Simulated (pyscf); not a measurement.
This saddle point was located with ωB97X-D3(BJ)/def2-SVP in PySCF.

```xyz
7

S      0.6131     1.5170     0.2025
Ga    -0.1601    -0.3941    -0.5396
H     -0.3291     1.6505     1.1559
H     -1.8450    -0.5240    -0.3299
H      0.4032    -1.2327    -1.7085
Cl    -0.5461    -1.9273     1.3849
H     -1.5494    -1.2085     0.5049
```

Surface: singlet, charge 0. Lowest wavenumbers (cm⁻¹): 1048i, 94, 195, 278, 390.

Question: Which two sides does it connect, and which bonds change?

Answer: HS–GaH₂ + HCl ⇌ HS–GaH–Cl + H₂, a four-centre exchange read from left to right: Ga–H, Cl–H broken and Cl–Ga, H–H formed. At ωB97M-D3(BJ)/def2-TZVP it lies +38.8 kJ/mol from the left side and +140.3 kJ/mol from the right (each side as separated species at their lowest minima found). On the reactant side the descent ends in a complex, 22.7 kJ/mol under the separated species and 50.2 kJ/mol under the saddle at ωB97X-D3(BJ)/def2-TZVP. At ωB97X-D3(BJ)/def2-TZVP the barrier from the zero used here is 27.4 kJ/mol. The same reactants have a lower exit, to H₂S + Cl–GaH₂ (barrier -6.8 kJ/mol at ωB97M-D3(BJ)/def2-TZVP, against +38.8 kJ/mol here). This is the saddle that the search found; another between the same sides may lie lower. Elements up to Kr have no core potential and no relativistic terms here.
